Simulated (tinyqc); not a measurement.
Worked calculation: UHF in the sto-3g basis, for CH, spin multiplicity 4. One step of it, computed by the program tinyqc.

Question. Iteration 3: building the Fock matrix. J_ij = sum D_kl (ij|kl) with D = D(alpha) + D(beta), K_ij = sum D_kl (ik|jl) for each spin; F = H + J - K(s); E = tr D H + tr D J / 2 - 0.5 sum_s tr D(s) K(s) + E_nn.

D(alpha) after iteration 2:
```
            1C 1s      1C 2s    1C 2px    1C 2py     1C 2pz      2H 1s
1C 1s    1.065642  -0.265438  0.000000  0.000000   0.027456   0.015449
1C 2s   -0.265438   1.075837  0.000000  0.000000  -0.119567  -0.105898
1C 2px   0.000000   0.000000  1.000000  0.000000   0.000000   0.000000
1C 2py   0.000000   0.000000  0.000000  1.000000   0.000000   0.000000
1C 2pz   0.027456  -0.119567  0.000000  0.000000   0.153035   0.329515
2H 1s    0.015449  -0.105898  0.000000  0.000000   0.329515   0.732928
```

D(beta) after iteration 2:
```
            1C 1s      1C 2s    1C 2px    1C 2py     1C 2pz      2H 1s
1C 1s    1.054451  -0.220158  0.000000  0.000000  -0.018310  -0.069446
1C 2s   -0.220158   0.892749  0.000000  0.000000   0.069195   0.237384
1C 2px   0.000000   0.000000  0.000000  0.000000   0.000000   0.000000
1C 2py   0.000000   0.000000  0.000000  0.000000   0.000000   0.000000
1C 2pz  -0.018310   0.069195  0.000000  0.000000   0.005365   0.018413
2H 1s   -0.069446   0.237384  0.000000  0.000000   0.018413   0.063240
```

core Hamiltonian H = T + V (hartree):
```
             1C 1s      1C 2s     1C 2px     1C 2py     1C 2pz      2H 1s
1C 1s   -18.057911  -4.351706   0.000000   0.000000  -0.006308  -0.231113
1C 2s    -4.351706  -5.013596   0.000000   0.000000  -0.073181  -0.719178
1C 2px    0.000000   0.000000  -3.953573   0.000000   0.000000   0.000000
1C 2py    0.000000   0.000000   0.000000  -3.953573   0.000000   0.000000
1C 2pz   -0.006308  -0.073181   0.000000   0.000000  -3.992264  -0.731478
2H 1s    -0.231113  -0.719178   0.000000   0.000000  -0.731478  -2.242372
```

Two-electron integrals (ij|kl) in chemists' order, unique and non-zero (hartree):
```
(11|11) 3.541948   (21|11) 0.576921   (21|21) 0.111888   (22|11) 0.854682
(22|21) 0.205284   (22|22) 0.624709   (31|31) 0.020296   (32|31) 0.030858
(32|32) 0.137996   (33|11) 0.852436   (33|21) 0.205335   (33|22) 0.624568
(33|33) 0.672833   (41|41) 0.020296   (42|41) 0.030858   (42|42) 0.137996
(43|43) 0.036269   (44|11) 0.852436   (44|21) 0.205335   (44|22) 0.624568
(44|33) 0.600295   (44|44) 0.672833   (51|51) 0.020296   (52|51) 0.030858
(52|52) 0.137996   (53|53) 0.036269   (54|54) 0.036269   (55|11) 0.852436
(55|21) 0.205335   (55|22) 0.624568   (55|33) 0.600295   (55|44) 0.600295
(55|55) 0.672833   (61|11) 0.030421   (61|21) 0.005866   (61|22) 0.010756
(61|33) 0.010728   (61|44) 0.010728   (61|51) 0.000342   (61|52) 0.000644
(61|55) 0.010815   (61|61) 0.000314   (62|11) 0.100158   (62|21) 0.024513
(62|22) 0.086125   (62|33) 0.083938   (62|44) 0.083938   (62|51) 0.002274
(62|52) 0.018009   (62|55) 0.090407   (62|61) 0.001339   (62|62) 0.018596
(63|31) 0.002083   (63|32) 0.012067   (63|53) 0.003237   (63|63) 0.001840
(64|41) 0.002083   (64|42) 0.012067   (64|54) 0.003237   (64|64) 0.001840
(65|11) 0.100354   (65|21) 0.024817   (65|22) 0.092211   (65|33) 0.088061
(65|44) 0.088061   (65|51) 0.003892   (65|52) 0.028579   (65|55) 0.100402
(65|61) 0.001394   (65|62) 0.023405   (65|65) 0.030755   (66|11) 0.295934
(66|21) 0.073478   (66|22) 0.293700   (66|33) 0.282357   (66|44) 0.282357
(66|51) 0.006224   (66|52) 0.069604   (66|55) 0.316084   (66|61) 0.004009
(66|62) 0.091824   (66|65) 0.126997   (66|66) 0.774606
```

nuclear repulsion = 1.77775099 hartree

Give: Coulomb J; exchange K(alpha); exchange K(beta); F(alpha); F(beta); total energy of this density.

Answer.

Coulomb J (hartree):
```
          1C 1s   1C 2s  1C 2px  1C 2py  1C 2pz   2H 1s
1C 1s   10.7999  2.0434  0.0000  0.0000  0.0055  0.1076
1C 2s    2.0434  4.5100  0.0000  0.0000  0.0666  0.6326
1C 2px   0.0000  0.0000  4.5126  0.0000  0.0000  0.0000
1C 2py   0.0000  0.0000  0.0000  4.5126  0.0000  0.0000
1C 2pz   0.0055  0.0666  0.0000  0.0000  4.4886  0.6879
2H 1s    0.1076  0.6326  0.0000  0.0000  0.6879  2.4709
```

exchange K(alpha) (hartree):
```
         1C 1s    1C 2s  1C 2px  1C 2py   1C 2pz   2H 1s
1C 1s   3.6324   0.6454  0.0000  0.0000   0.0004  0.0370
1C 2s   0.6454   0.9875  0.0000  0.0000  -0.0396  0.1716
1C 2px  0.0000   0.0000  0.8694  0.0000   0.0000  0.0000
1C 2py  0.0000   0.0000  0.0000  0.8694   0.0000  0.0000
1C 2pz  0.0004  -0.0396  0.0000  0.0000   0.4120  0.2246
2H 1s   0.0370   0.1716  0.0000  0.0000   0.2246  0.6546
```

exchange K(beta) (hartree):
```
          1C 1s   1C 2s  1C 2px  1C 2py   1C 2pz   2H 1s
1C 1s    3.5794  0.5801  0.0000  0.0000  -0.0002  0.0283
1C 2s    0.5801  0.6254  0.0000  0.0000   0.0764  0.1591
1C 2px   0.0000  0.0000  0.1369  0.0000   0.0000  0.0000
1C 2py   0.0000  0.0000  0.0000  0.1369   0.0000  0.0000
1C 2pz  -0.0002  0.0764  0.0000  0.0000   0.1533  0.0603
2H 1s    0.0283  0.1591  0.0000  0.0000   0.0603  0.1164
```

F(alpha) (hartree):
```
           1C 1s    1C 2s   1C 2px   1C 2py   1C 2pz    2H 1s
1C 1s   -10.8904  -2.9537   0.0000   0.0000  -0.0013  -0.1606
1C 2s    -2.9537  -1.4911   0.0000   0.0000   0.0330  -0.2581
1C 2px    0.0000   0.0000  -0.3104   0.0000   0.0000   0.0000
1C 2py    0.0000   0.0000   0.0000  -0.3104   0.0000   0.0000
1C 2pz   -0.0013   0.0330   0.0000   0.0000   0.0844  -0.2682
2H 1s    -0.1606  -0.2581   0.0000   0.0000  -0.2682  -0.4261
```

F(beta) (hartree):
```
           1C 1s    1C 2s  1C 2px  1C 2py   1C 2pz    2H 1s
1C 1s   -10.8374  -2.8885  0.0000  0.0000  -0.0006  -0.1518
1C 2s    -2.8885  -1.1290  0.0000  0.0000  -0.0829  -0.2456
1C 2px    0.0000   0.0000  0.4221  0.0000   0.0000   0.0000
1C 2py    0.0000   0.0000  0.0000  0.4221   0.0000   0.0000
1C 2pz   -0.0006  -0.0829  0.0000  0.0000   0.3431  -0.1038
2H 1s    -0.1518  -0.2456  0.0000  0.0000  -0.1038   0.1121
```

total energy of this density = -37.662488 hartree
